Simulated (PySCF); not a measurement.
# How well do the runs reproduce experiment for nitric acid?

**The experiment to reproduce.**

From NIST CCCBDB Release 22 (SRD 101), experimental dipoles, for the gas: dipole moment (microwave Stark effect) 2.17 D.

The runs below try to reproduce these values; the comparison stands at the end.

Species: nitric acid, HNO₃.
Atom-mapped SMILES: `[O:1]=[N+:2]([O-:3])[OH:4]` (hydrogens: H5 on O4)

Geometry (GFN2-xTB, Å), atoms numbered from 1 in this order:
```xyz
5
HNO3 angstrom
O     -0.392    0.937   -0.800
N     -0.444   -0.039   -0.129
O     -1.339   -0.771    0.081
O      0.739   -0.380    0.518
H      1.445    0.257    0.313
```

The PySCF runs (gas phase, on this GFN2-xTB geometry; no spin–orbit coupling):

| level | job | basis functions | wall time |
| --- | --- | --- | --- |
| CAM-B3LYP/def2-SVPD | 8 singlets by full TDDFT, 3 Tamm–Dancoff triplets, polarisability, density and orbital grids written | 97 | 6.1 s |

Hardware: one thread, x86-64 server, shared host.

Results beside the measurements:

**Dipole moment.** Measured: 2.17 D (NIST CCCBDB Release 22 (SRD 101), experimental dipoles).

```csv
level,computed (D),computed − measured (D),% (from the printed values)
CAM-B3LYP/def2-SVPD,2.50,+0.33,+15
```

The computed dipoles belong to one fixed geometry; measured ones are averaged over vibrations unless marked μe. Magnitudes are compared, not signs.

The geometry is computed, not the measured one. Where a level misses, the cause wasn't examined.
